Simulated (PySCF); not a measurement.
# Silicon: a sound run and one with changed settings

Sound run: Si [Ne] 3s2 3p2, Si⁺ [Ne] 3s2 3p1. Calculation: PySCF 2.14, in pcseg-2; no relativity, point nucleus. In the sound run the correlated levels freeze [Ne]. The sound run starts from symmetry-adapted Hartree-Fock orbitals and uses a fine grid where one is needed.

Changed run: the spin-free X2C one-electron Hamiltonian (Gaussian nucleus). This setting is unsound on purpose.

```tsv
species	method	sound run (hartree)	changed run (hartree)	converged
Si	UHF	-288.84811	-289.39825	yes
Si	PBE0	-289.25452	-289.80538	yes
Si	B3LYP	-289.39948	-289.95040	yes
Si	MP2	-288.89764	-289.44785	yes
Si	CCSD(T)	-288.91524	-289.46543	yes
Si⁺	UHF	-288.56755	-289.11796	yes
Si⁺	PBE0	-288.95225	-289.50343	yes
Si⁺	B3LYP	-289.10116	-289.65237	yes
Si⁺	MP2	-288.60705	-289.15751	yes
Si⁺	CCSD(T)	-288.62400	-289.17442	yes
```

Ionisation energy of Si:

| method | sound run (eV) | changed run (eV) |
| --- | --- | --- |
| UHF | 7.635 | 7.627 |
| PBE0 | 8.225 | 8.216 |
| B3LYP | 8.118 | 8.110 |
| MP2 | 7.907 | 7.901 |
| SCS-MP2 | 7.838 | 7.831 |
| CCSD | 7.904 | 7.898 |
| CCSD(T) | 7.925 | 7.919 |

Most of the change in total energy is the relativistic energy itself. On top of that the contraction fixes the core shape for the Hamiltonian it was made with, so the changed run is not a good calculation with the other Hamiltonian either.

For comparison, NIST gives 8.152 eV between the lowest levels.
